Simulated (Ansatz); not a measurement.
# Setting up BH2Cl− (SMILES [BH2-]Cl) in Ansatz

BH2Cl− has 4 atoms, charge -1, and is taken as a doublet. As SMILES, `[BH2-]Cl`. The coordinates come from a GFN2-xTB relaxation.

```xyz
4

B    -0.0727   -0.1943   -0.3373
Cl    1.3902    0.0624    0.8848
H    -0.9640   -0.7526    0.2646
H    -0.3535    0.8845   -0.8121
```

Settings wanted:

- basis set: STO-3G
- core potential: none
- task: energy
- method: DFT
- functional: wB97M-V
- reference: UKS
- accuracy: high

Task: Give an Ansatz 0.2.0 job that does this.

Result: This one ran through:

molecule.yaml:
```yaml
crystal:
  periodic: [false, false, false]
  atoms:
    - {symbol: B, position_ang: [-0.072740, -0.194320, -0.337270]}
    - {symbol: Cl, position_ang: [1.390160, 0.062360, 0.884750]}
    - {symbol: H, position_ang: [-0.963970, -0.752550, 0.264630]}
    - {symbol: H, position_ang: [-0.353460, 0.884500, -0.812110]}
basis:
  gaussian:
    orbitals: STO-3G
total_charge: -1
magnetization:
  spin_polarized: true
  initial_magnetization: 1
hamiltonian:
  xc: {name: wB97M-V}
accuracy: high
```

```bash
$ ansatz run molecule.yaml --threads 1 --pin off --max-ram 2610MiB --events-out events.jsonl --progress --plain --runs-dir runs
```

Calculated total energy: -480.83800 Eh. Without diffuse functions the anion is poorly described.
